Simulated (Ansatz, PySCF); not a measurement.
Reaction: CH2O (formaldehyde, SMILES C=O) → CH2O+ (parent SMILES O=C, doublet) + e-
Each species at its own B3LYP-D3(BJ)/def2-TZVP minimum (Ansatz, a quantum-chemistry and plane-wave program).

Total energies in hartree (Ansatz). Open shells are spin-unrestricted; no spin-orbit coupling. Cores are frozen in correlated methods. No relativity. The UHF reference of CH2O+ (parent SMILES C=O, doublet) is spin-contaminated (<S^2> up to 0.04 over the pure value in the sets run).

```csv
species,HF/cc-pVTZ,CCSD(T)/cc-pVTZ,HF/cc-pVQZ,CCSD(T)/cc-pVQZ,CCSDT(Q)/cc-pVTZ
1: CH2O (SMILES C=O),-113.91209,-114.33369,-113.92111,-114.36890,-114.33486
"2: CH2O+ (parent SMILES O=C, doublet)",-113.56586,-113.93703,-113.57412,-113.96796,-113.93893
```

Work out the adiabatic ionisation energy (0 K, zero-point energies from PySCF's Hessians at B3LYP-D3(BJ)/def2-TZVP) in eV: take Hartree-Fock from cc-pVQZ, extrapolate the CCSD(T) correlation energy as X^-3 (X = 3, 4), and add CCSDT(Q) - CCSD(T) in cc-pVTZ. The further terms named in the bracket sum to -0.00267 hartree. 1 hartree = 27.211 eV.


Species 1: correlation (64·(-0.44779) - 27·(-0.42160))/37 = -0.46690; step -0.00117; E1 = -113.92111 + (-0.46690) + (-0.00117) = -114.38918
Species 2: correlation (64·(-0.39384) - 27·(-0.37117))/37 = -0.41038; step -0.00190; E2 = -113.57412 + (-0.41038) + (-0.00190) = -113.98640
-1·E1 +1·E2 -0.00267 = 0.40011 hartree = 10.89 eV. Measured: 10.88 eV (CCCBDB table in ASE). The composite differs from it by +0.01 eV; core, relativistic and spin-orbit terms are not in it.
